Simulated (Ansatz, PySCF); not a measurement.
System: C₂H₆OS (charge 0, singlet). 
Coordinates optimised at B3LYP-D3(BJ)/def2-TZVP (Ansatz, a first-principles code):
SMILES: S(C)(=O)C
```xyz
10

S      0.0001     0.2316    -0.4434
O     -0.0091     1.4791     0.3687
C      1.3569    -0.7945     0.1950
C     -1.3493    -0.8091     0.1868
H      1.2528    -0.8869     1.2761
H     -2.2783    -0.2983    -0.0600
H      1.3433    -1.7716    -0.2883
H      2.2817    -0.2736    -0.0462
H     -1.3222    -1.7861    -0.2964
H     -1.2508    -0.9004     1.2685
```

Property: atomisation energy (electronic, to ground-state atoms), in kJ/mol. Cores are frozen in the correlated levels unless marked. UHF or UKS for open shells. No spin-orbit coupling. Non-relativistic. The coupled-cluster limit lacks core correlation, which all-electron functionals hold. CBS(X,Y): correlation extrapolated as X^-3; Hartree-Fock from the larger set. The bracket is a focal-point correction in the basis named.

```
level                                                          program  atomisation energy (kJ/mol)
-------------------------------------------------------------  -------  ---------------------------
PBE0/def2-SVP                                                   Ansatz                   (withheld)
TPSSh/def2-TZVPD                                                 PySCF                       3573.7
RI-MP2/CBS(cc-pV(T+d)Z,cc-pV(Q+d)Z)+[CCSD(T)-MP2]/cc-pV(T+d)Z   Ansatz                   (withheld)
```

Problem. Fill in the missing entries.

Solution. 
- PBE0/def2-SVP, atomisation energy (kJ/mol): 3509.2
- RI-MP2/CBS(cc-pV(T+d)Z,cc-pV(Q+d)Z)+[CCSD(T)-MP2]/cc-pV(T+d)Z, atomisation energy (kJ/mol): 3581.1
